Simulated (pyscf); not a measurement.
HB=NH + H₂O → H₂N–BH–OH, an addition across a multiple bond or ene-type step (singlet surface; H–O broken, B–O, H–N formed). PySCF, gas phase, ωB97X-D3(BJ)/def2-SVP geometries. MP2 and CC: frozen core, UHF for open shells. ΔMP2 is the change of the MP2 total energy from the triple- to the quadruple-zeta basis. Energies in eV from the separated reactants.

Small-basis levels: PySCF, no dispersion term, spherical d functions. AM1 to PM7: differences of heats of formation from MOPAC. Cost: rough CPU time at the saddle relative to B3LYP/6-31G*, from one job on a shared machine.

```tsv
level	barrier	reaction energy	cost
HF/STO-3G	-0.07	-3.90	0.07
HF/3-21G	0.14	-3.28	0.07
HF/6-31G*	0.64	-2.99	0.08
MP2/6-31G*	0.24	-2.74	0.1
SVWN5/6-31G*	-0.82	-3.43	0.8
PBE/6-31G*	-0.26	-3.00	1
B3LYP/STO-3G	-1.21	-3.97	0.5
B3LYP/3-21G	-0.54	-3.34	0.7
B3LYP/6-31G*	0.04	-2.94	1
M06-2X/6-31G*	-0.04	-3.05	2
B3LYP/def2-SVP	-0.02	-2.92	1
PM7	1.32	-1.13	under 0.02
CCSD(T)/def2-TZVPP + ΔMP2(QZVPP)	0.31	-2.61	–
```

Against the last row the barrier runs from -1.53 (B3LYP/STO-3G) to +1.01 eV (PM7); MP2/6-31G* happens to lie closest here (0.07 eV apart). At HF/STO-3G, SVWN5/6-31G*, PBE/6-31G*, B3LYP/STO-3G, B3LYP/3-21G, M06-2X/6-31G*, B3LYP/def2-SVP this geometry lies under one side, so the entry may be no barrier of that level: it is a single point on another level's saddle. CCSD(T)/def2-TZVPP + ΔMP2(QZVPP) has limits of its own. On the reactant side the descent ends in an adduct with a B–O contact, 0.05 eV over the separated species and 0.13 eV under the saddle at ωB97X-D3(BJ)/def2-TZVP. What is counted as formed (B–O) is already present as a longer contact in the reactant adduct; forming that adduct is a step of its own. At ωB97X-D3(BJ) the barrier from the zero used here is 0.18 eV. This is the saddle that the search found; another between the same sides may lie lower. The CCSD(T) − MP2 part came from Ansatz, without density fitting, on the same reference.
